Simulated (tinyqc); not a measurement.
Inside a calculation. Method: RHF in the sto-3g basis, for H2O, spin multiplicity 1. One step of it, computed by the program tinyqc.

Question. Orthogonalisation. S = U s U^T; canonical form X = U s^(-1/2), so that X^T S X = 1. Each column of U has its largest component positive (the first on a tie).

overlap S, lower triangle:
```
           1O 1s     1O 2s    1O 2px     1O 2py    1O 2pz     2H 1s     3H 1s
1O 1s   1.000000
1O 2s   0.236704  1.000000
1O 2px  0.000000  0.000000  1.000000
1O 2py  0.000000  0.000000  0.000000   1.000000
1O 2pz  0.000000  0.000000  0.000000   0.000000  1.000000
2H 1s   0.046163  0.432732  0.000000   0.276572  0.245481  1.000000
3H 1s   0.046163  0.432732  0.000000  -0.276572  0.245481  0.245946  1.000000
```

Give: eigenvalues of S; X.

Answer.

eigenvalues of S: 0.3853  0.4670  0.8800  1.0000  1.1044  1.2870  1.8763

X:
```
              1        2        3       4        5        6       7
1O 1s   -0.3201   0.0000   0.7458  0.0000   0.6220   0.0000  0.1528
1O 2s    1.1028   0.0000  -0.3157  0.0000   0.3254   0.0000  0.4173
1O 2px   0.0000   0.0000   0.0000  1.0000   0.0000   0.0000  0.0000
1O 2py   0.0000   0.8657   0.0000  0.0000   0.0000   0.7106  0.0000
1O 2pz   0.5557   0.0000   0.6551  0.0000  -0.6152   0.0000  0.2133
2H 1s   -0.6958  -0.8342  -0.1602  0.0000  -0.1308   0.3688  0.3807
3H 1s   -0.6958   0.8342  -0.1602  0.0000  -0.1308  -0.3688  0.3807
```
